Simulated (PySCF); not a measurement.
**CH$_{3}$, SMILES `[CH3]` (charge 0, multiplicity 2)**

All values below come from PBE-D3(BJ)/def2-TZVP // TPSS-D3(BJ)/def2-SVP run with PySCF.

The highest occupied spin orbital is -5.38 eV and the dipole moment is 0.00 D. The total energy is -39.7889 Ha. The cost is roughly 17 core-seconds.

```xyz
4

C      0.0001     0.0002     0.0000
H      1.0562    -0.2857     0.0046
H     -0.7754    -0.7715    -0.0013
H     -0.2803     1.0577    -0.0033
```
Charge 0, spin multiplicity 2.
